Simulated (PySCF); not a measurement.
Species: AlFH₅N.
SMILES: `[NH3+][AlH2-][F]`

The closed-shell ground state was solved at several levels (PySCF, density fitting, gas phase, non-relativistic). Geometry: PBE0-D3(BJ)/def2-SVP; no solvent, vibrations or thermal averaging.

```
           level  basis functions  total energy (Eh)  HOMO (eV)  LUMO (eV)  gap (eV)  dipole (D)
wB97X-D/pcSseg-2              185          -400.1717      -9.50       1.19     10.69        5.78
 B3LYP/def2-SVPD              107          -399.9777      -7.40      -0.83      6.57        5.69
```

Question: What might PBE0/pcSseg-1 (83 basis functions) give for the same quantities?

Answer: Total energy -399.8287 Eh, HOMO -7.54 eV, LUMO -0.04 eV, gap 7.50 eV, dipole 5.88 D.

Question: Over all these levels, which gives the widest orbital gap and which the narrowest?

Answer: wB97X-D/pcSseg-2 (range-separated hybrid) has the widest, 10.69 eV, and B3LYP/def2-SVPD (global hybrid, 20 % exact exchange) the narrowest, 6.57 eV. Functional and basis both differ between the two, so the spread mixes both effects.

Question: How far do the dipole and the HOMO energy spread over the levels?

Answer: The dipole runs from 5.69 to 5.88 D (mean 5.78 D) and the HOMO from -9.50 to -7.40 eV.

wB97X-D is run here without its empirical dispersion term; that term would change no orbital, density or response property at a fixed geometry.
